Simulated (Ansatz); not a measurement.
**C2H2O3: a ladder of functionals and wavefunction methods**

How much do the methods differ for C2H2O3? The plan is to run it at one geometry with functionals of several rungs and with coupled cluster. The yardstick is the atomisation energy at the CCSD(T) limit.

Program: Ansatz 0.2.0, Gaussian basis. Level of theory: functionals in def2-TZVPP, the program's frozen cores in correlated methods. These are calculated values, not measurements.

Plan: LDA (SPW92), PBE-D4, revPBE-D4, BLYP-D4, r2SCAN-D4, B97M-V, PBE0-D4, B3LYP-D4, r2SCANh-D4, r2SCAN0-D4, HSE06-D4, BHLYP-D4, CAM-B3LYP-D4, LC-ωPBE, ωB97X-V, ωB97M-V, B2PLYP, PBE-QIDH; CCSD(T)/def2-SVP; CCSD(T)/def2-TZVPP; MP2/def2-QZVPP; extrapolation to the limit; RPA on PBE.

## Step 1: Structure used throughout

An earlier PBE0-D4 in a triple-zeta def2 set relaxation fixed the geometry.

SMILES `O=C=C(O)O`, 7 atoms, charge 0, spin multiplicity 1.

Atoms are counted from 1 here; the program's logs count them from 0.

Bond lengths: O1–C2 1.163 Å, C2–C3 1.317 Å, C3–O4 1.365 Å, C3–O5 1.365 Å, O4–H6 0.965 Å, O5–H7 0.965 Å. Angles: O1–C2–C3 180.0°, C2–C3–O4 120.1°, C2–C3–O5 120.1°, O4–C3–O5 119.7°, C3–O4–H6 109.0°, C3–O5–H7 109.0°.

As a file:

```tsv
atom	x (Å)	y (Å)	z (Å)
O1	0.6865	-2.0253	1.1922
C2	0.3635	-1.0649	0.6210
C3	-0.0022	0.0229	-0.0259
O4	-1.0862	0.7379	0.3942
O5	0.7014	0.4392	-1.1189
H6	-1.8139	0.5984	-0.2245
H7	1.2123	1.2237	-0.8838
```

## Step 2: LDA

This LDA is Slater exchange with PW92 correlation.

in.yaml

```yaml
crystal:
  periodic: [false, false, false]
  atoms:
    - {symbol: O, position_ang: [0.686451, -2.025310, 1.192151]}
    - {symbol: C, position_ang: [0.363525, -1.064883, 0.620967]}
    - {symbol: C, position_ang: [-0.002219, 0.022928, -0.025929]}
    - {symbol: O, position_ang: [-1.086229, 0.737911, 0.394229]}
    - {symbol: O, position_ang: [0.701381, 0.439181, -1.118867]}
    - {symbol: H, position_ang: [-1.813897, 0.598373, -0.224472]}
    - {symbol: H, position_ang: [1.212286, 1.223700, -0.883780]}
basis:
  gaussian: {orbitals: def2-TZVPP}
hamiltonian: {xc: lda}
output: {orbitals: {seedname: orbitals}}
```

Command:

```sh
$ ansatz run in.yaml --threads 2 --pin off --events-out ev --progress --plain --max-ram 4352MiB
```

The runs that follow: PBE-D4 (GGA); revPBE-D4 (GGA); BLYP-D4 (GGA); r2SCAN-D4 (meta-GGA); B97M-V (meta-GGA); PBE0-D4 (hybrid); B3LYP-D4 (hybrid); r2SCANh-D4 (hybrid); r2SCAN0-D4 (hybrid); HSE06-D4 (hybrid); BHLYP-D4 (hybrid); CAM-B3LYP-D4 (range-separated); LC-ωPBE (range-separated); ωB97X-V (range-separated); ωB97M-V (range-separated); B2PLYP (double hybrid); PBE-QIDH (double hybrid); CCSD(T) in def2-SVP; CCSD(T) in def2-TZVPP; MP2 in def2-QZVPP; RPA on PBE orbitals.

Q: Predict the results of all the runs planned. Wanted: atomisation energy, CCSD(T)/CBS; farthest beyond LDA; mean size of error, GGA; mean size of error, meta-GGA; mean size of error, hybrid; mean size of error, range-separated; mean size of error, double hybrid; gap, smallest and largest; T1 diagnostic.

As calculated:

| quantity | value |
| --- | --- |
| atomisation energy, CCSD(T)/CBS | 717.1 kcal/mol |
| functionals within 3.6 kcal/mol (0.5 %) | B97M-V, B3LYP-D4, ωB97X-V |
| farthest beyond LDA | BHLYP-D4 (-48.9 kcal/mol) |
| mean size of error, GGA | 25.7 kcal/mol |
| mean size of error, meta-GGA | 4.8 kcal/mol |
| mean size of error, hybrid | 15.3 kcal/mol |
| mean size of error, range-separated | 4.0 kcal/mol |
| mean size of error, double hybrid | 6.1 kcal/mol |
| gap, smallest and largest | 2.36 eV (LDA (SPW92)), 10.11 eV (LC-ωPBE) |
| T1 diagnostic | 0.0160 |
| triples share of the correlation energy | 4.2 % |

**Reading.** The LDA atomisation energy is off by 163.5 kcal/mol (23 %): it overbinds. PBE-D4 is off by +45.4 kcal/mol. Double hybrids carry the basis error of their MP2 part in triple zeta, and no dispersion term here, so their miss is partly the set-up's. By mean error the best rung here is range-separated (4.0 kcal/mol) and the worst beyond LDA is GGA (25.7 kcal/mol). The gap between the best rungs is small, so their order is not settled. Misses under about 3.6 kcal/mol are within the doubt on the reference itself, which lacks core-valence correlation, relativity and higher excitations. Hartree-Fock recovers 62 % of the binding; the rest is correlation. CCSD(T) in def2-SVP is off by -42.4 kcal/mol, which most functionals beat. Orbital gaps span 2.4 to 10.1 eV; exact exchange widens them.
